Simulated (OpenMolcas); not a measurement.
# [NH2]− (SMILES [NH2-]): a chain of runs

We compute a series of 9 runs (HF/3-21G, CASSCF(8,6)/3-21G, CASPT2(8,6)/3-21G, CASPT2[IPEA 0](8,6)/3-21G, SC-NEVPT2(8,6)/3-21G, PC-NEVPT2(8,6)/3-21G, MC-PDFT[tPBE](8,6)/3-21G, MRCI(8,6)/3-21G, and more) of [NH2]−. 

The calculation is run with OpenMolcas 26.06.

### 1 Starting point

The species is [NH2]− (3 atoms), meant as a singlet with charge -1. As SMILES, `[NH2-]`. The N1–H3 distance was set to 1.798 Å, away from the relaxed value. At this shape a bond of the SMILES string is far longer than usual.

Bond lengths: N1–H2 1.027 Å.

### 2 The energy at HF/3-21G (run 1)

step1.input

```
* H2N Hartree-Fock
>>> EXPORT MOLCAS_PRINT=2
&gateway
baslib=$CurrDir
coord
3
angstrom
N        0.949655       0.093415       0.538768
H        0.732955       1.097615       0.526068
H       -0.467700      -0.598200      -0.324700
basis=3-21G
group=NoSym
&seward
&scf
charge=-1
prorbitals=1 1
```

The basis set 3-21G is read from a file made from the Basis Set Exchange's data (not shown).

Run with:

```
$ export MOLCAS_MEM=1860
$ pymolcas step1.input > step1.log
```

Log:

```text
--- Start Module: gateway ---
[...]
--- Stop Module: gateway /rc=_RC_ALL_IS_WELL_ ---
--- Start Module: seward ---
[...]
      Basis functions           13
--- Stop Module: seward /rc=_RC_ALL_IS_WELL_ ---
--- Start Module: scf ---
[...]
       Convergence after  14 Iterations
[...]
::    Total SCF energy                                -55.0525398393
[...]
      Total spin, S                                     0.0000000000
[...]
      Total electronic charge=   10.000000
      Total            charge=   -1.000000
[...]
      Dipole Moment (debye):
      Origin of the operator (angstrom)=    0.8468    0.1131    0.4836
                   X=  2.0362E+00               Y=  2.5488E+00               Z=  1.4077E+00           Total=  3.5530E+00
      Center of Charge (angstrom)
[...]
--- Stop Module: scf /rc=_RC_ALL_IS_WELL_ ---
[...]
```

It took 1.7 s on 1 thread of Arm Neoverse V1, shared host; peak memory 0.37 GiB.

### 3 A single-point energy at CASSCF(8,6)/3-21G (run 2)

step2.inp

```
* H2N CASSCF
>>> EXPORT MOLCAS_PRINT=2

&GATEWAY
 BASLIB=$CurrDir
 COORD
 3
 angstrom
 N        0.949655       0.093415       0.538768
 H        0.732955       1.097615       0.526068
 H       -0.467700      -0.598200      -0.324700
 BASIS=3-21G
 GROUP=NoSym

&SEWARD

&RASSCF
 FILEORB=$CurrDir/step1.ScfOrb
 SPIN=1
 NACTEL=8 0 0
 INACTIVE=1
 RAS2=6
 ORBLISTING=Nothing
 ORBAPPEAR=Compact
```

The basis set 3-21G is read from a file made from the Basis Set Exchange's data (not shown).

Run with:

```
$ export MOLCAS_MEM=1860
$ pymolcas step2.inp > step2.log
```

Log:

```text
--- Start Module: gateway ---
[...]
--- Stop Module: gateway /rc=_RC_ALL_IS_WELL_ ---
--- Start Module: seward ---
[...]
      Basis functions           13
--- Stop Module: seward /rc=_RC_ALL_IS_WELL_ ---
--- Start Module: rasscf ---
[...]
      Number of active orbitals                  6
[...]
      Spin quantum number                      0.0
[...]
      Active orbitals                            6
[...]
      Number of CSFs                           105
[...]
      Number of root(s) required                 1
[...]
      Convergence after 11 iterations
[...]
      printout of CI-coefficients larger than  0.05 for root  1
      energy=     -55.121534
      conf/sym  111111     Coeff  Weight
             1  222200  -0.95709 0.91603
             3  222020   0.25321 0.06411
            52  202202   0.10473 0.01097
      Natural orbitals and occupation numbers for root  1
      sym 1:   1.994585   1.972616   1.996473   1.866104   0.141058   0.029163
      ************************************************************************************************************************
      *                                                    Final results                                                     *
[...]
::    RASSCF root number  1 Total energy:    -55.12153357
[...]
      Total electronic charge=   10.000000
      Total            charge=   -1.000000
[...]
      Dipole Moment (debye):
      Origin of the operator (angstrom)=    0.8468    0.1131    0.4836
                   X=  1.0229E+00               Y=  1.7519E+00               Z=  7.5780E-01           Total=  2.1655E+00
      Center of Charge (angstrom)
[...]
--- Stop Module: rasscf /rc=_RC_ALL_IS_WELL_ ---
[...]
```

It took 1.8 s on 1 thread of Arm Neoverse V1, shared host; peak memory 0.37 GiB.

Run 3 isn't shown in full; the table further down has it.

### 4 A single-point energy at CASPT2[IPEA 0](8,6)/3-21G (run 4)

step4.inp

```
* H2N CASPT2

&gateway
 baslib = $CurrDir
 coord
 3
 angstrom
 N        0.949655       0.093415       0.538768
 H        0.732955       1.097615       0.526068
 H       -0.467700      -0.598200      -0.324700
 basis = 3-21G
 group = NoSym

&seward

&rasscf
 fileorb = $CurrDir/step2.RasOrb
 spin = 1
 nactel = 8 0 0
 inactive = 1
 ras2 = 6
 orblisting = Nothing
 orbappear = Compact

&caspt2
 ipea = 0
 imaginary = 0.1
 frozen = 1
```

The basis set 3-21G is read from a file made from the Basis Set Exchange's data (not shown).

Run with:

```
$ export MOLCAS_MEM=1860
$ pymolcas step4.inp > step4.log
```

Log:

```text
--- Start Module: gateway ---
[...]
--- Stop Module: gateway /rc=_RC_ALL_IS_WELL_ ---
[...]
      Basis functions           13
[...]
--- Start Module: rasscf ---
[...]
      Number of active orbitals                  6
[...]
      Spin quantum number                      0.0
[...]
      Active orbitals                            6
[...]
      Number of CSFs                           105
[...]
      Number of root(s) required                 1
[...]
      Convergence after  4 iterations
[...]
      printout of CI-coefficients larger than  0.05 for root  1
      energy=     -55.121534
      conf/sym  111111     Coeff  Weight
             1  222200  -0.95709 0.91603
             3  222020   0.25321 0.06411
            52  202202   0.10473 0.01097
      Natural orbitals and occupation numbers for root  1
      sym 1:   1.994585   1.972616   1.996473   1.866105   0.141058   0.029163
      ************************************************************************************************************************
      *                                                    Final results                                                     *
[...]
::    RASSCF root number  1 Total energy:    -55.12153357
[...]
      Total electronic charge=   10.000000
      Total            charge=   -1.000000
[...]
      Dipole Moment (debye):
      Origin of the operator (angstrom)=    0.8468    0.1131    0.4836
                   X=  1.0228E+00               Y=  1.7519E+00               Z=  7.5780E-01           Total=  2.1655E+00
      Center of Charge (angstrom)
[...]
--- Stop Module: rasscf /rc=_RC_ALL_IS_WELL_ ---
--- Start Module: caspt2 ---
[...]
      E2 (Variational):          -0.0581343758
      Total energy:             -55.1796679489
[...]
      Reference weight:           0.98364
[...]
::    CASPT2 Root  1     Total energy:    -55.17966795
[...]
```

Wall time 1.8 s (1 thread of Arm Neoverse V1, shared host); peak memory 0.37 GiB.

Runs 5 to 8 aren't shown in full; the table further down has their settings and results.

### 5 The energy at MRACPF(8,6)/3-21G (run 9)

step9.inp

```
&gateway
 baslib
 $CurrDir
 coord
 3
 angstrom
 N        0.949655       0.093415       0.538768
 H        0.732955       1.097615       0.526068
 H       -0.467700      -0.598200      -0.324700
 basis
 3-21G
 group
 NoSym

&seward

&rasscf
 fileorb
 $CurrDir/step2.RasOrb
 spin
 1
 nactel
 8 0 0
 inactive
 1
 ras2
 6
 orblisting
 Nothing
 orbappear
 Compact

&motra
 lumorb
 frozen
 1

&guga
 electrons
 8
 spin
 1
 inactive
 0
 active
 6
 ciall
 1

&mrci
 acpf
```

The basis set 3-21G is read from a file made from the Basis Set Exchange's data (not shown).

Run with:

```
$ export MOLCAS_MEM=1860
$ pymolcas step9.inp > step9.log
```

Log:

```text
--- Start Module: gateway ---
[...]
--- Stop Module: gateway /rc=_RC_ALL_IS_WELL_ ---
[...]
      Basis functions           13
[...]
      Number of active orbitals                  6
[...]
      Spin quantum number                      0.0
[...]
      Active orbitals                            6
[...]
      Number of CSFs                           105
[...]
      Number of root(s) required                 1
[...]
      Convergence after  4 iterations
[...]
      printout of CI-coefficients larger than  0.05 for root  1
      energy=     -55.121534
      conf/sym  111111     Coeff  Weight
             1  222200  -0.95709 0.91603
             3  222020   0.25321 0.06411
            52  202202   0.10473 0.01097
      Natural orbitals and occupation numbers for root  1
      sym 1:   1.994585   1.972616   1.996473   1.866105   0.141058   0.029163
      ************************************************************************************************************************
      *                                                    Final results                                                     *
[...]
::    RASSCF root number  1 Total energy:    -55.12153357
[...]
      Dipole Moment (debye):
      Origin of the operator (angstrom)=    0.8468    0.1131    0.4836
                   X=  1.0228E+00               Y=  1.7519E+00               Z=  7.5780E-01           Total=  2.1655E+00
      Center of Charge (angstrom)
[...]
--- Start Module: guga ---
[...]
--- Start Module: mrci ---
[...]
       USE THE DEFAULT ACPF G-VALUE GFAC=  0.25000000000000000
[...]
    MR ACPF CALCULATION.
[...]
            REFERENCE CI ENERGY:   -55.12153357
[...]
        ACPF CORRELATION ENERGY:    -0.06509097
                    ACPF ENERGY:   -55.18662454
[...]
      Total electronic charge=   10.000000
      Total            charge=   -1.000000
[...]
  ACPF State   1     Total energy:    -55.18662454
[...]
```

Wall time 2 s (1 thread of Arm Neoverse V1, shared host); peak memory 0.37 GiB.

### 6 Overview of the runs

| run | level | active rule | inactive | energy (Eh) | wall time |
| --- | --- | --- | --- | --- | --- |
| 1 | HF/3-21G | – | – | -55.052540 | 1.7 s |
| 2 | CASSCF(8,6)/3-21G | full valence | 1 | -55.121534 | 1.8 s |
| 3 | CASPT2(8,6)/3-21G | full valence | 1 | -55.179171 | 1.8 s |
| 4 | CASPT2[IPEA 0](8,6)/3-21G | full valence | 1 | -55.179668 | 1.8 s |
| 5 | SC-NEVPT2(8,6)/3-21G | full valence | 1 | -55.175811 | 1.8 s |
| 6 | PC-NEVPT2(8,6)/3-21G | full valence | 1 | -55.176730 | 1.9 s |
| 7 | MC-PDFT[tPBE](8,6)/3-21G | full valence | 1 | -55.338252 | 2 s |
| 8 | MRCI(8,6)/3-21G | full valence | 1 | -55.185619 | 2.2 s |
| 9 | MRACPF(8,6)/3-21G | full valence | 1 | -55.186625 | 2 s |

### 7 Summary of results

| quantity | value |
| --- | --- |
| run 9, MRACPF(8,6)/3-21G: total energy | -55.18662 Eh |

What this shows: Below the HF energy at the same shape and in the same basis (3-21G): CASSCF(8,6) -69.0 mEh; CASPT2(8,6) -126.6 mEh; CASPT2[IPEA 0](8,6) -127.1 mEh; SC-NEVPT2(8,6) -123.3 mEh; PC-NEVPT2(8,6) -124.2 mEh; MRCI(8,6) -133.1 mEh. Active-space methods hold only the correlation inside their space unless a perturbation or CI step follows. All runs together took 17 s, the longest 2.2 s.
